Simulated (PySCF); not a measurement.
All values below come from PBE-D3(BJ)/def2-TZVP // B3LYP-D3(BJ)/def2-TZVP run with PySCF. All species are isolated molecules in the gas phase. One relaxed conformer stands for a flexible species; it need not be the lowest. 

Reference species (SMILES): `S` (neutral, multiplicity 1).

```
Property          Value
-------------  --------
LUMO           -0.43 eV
HOMO           -6.19 eV
HOMO–LUMO gap   5.76 eV
```

After one change: the LUMO decreases by 1.16 eV; the HOMO falls by 0.23 eV; the HOMO–LUMO gap falls by 0.94 eV.

Which change was made? The new species is one of these.
A) `SC1CC1` (H–S–C–C torsion 74°)
B) `C#CS`
C) `N#CCS`
D) `C[S@](=O)S` (O–S–S–H torsion 85°)

C, `N#CCS`
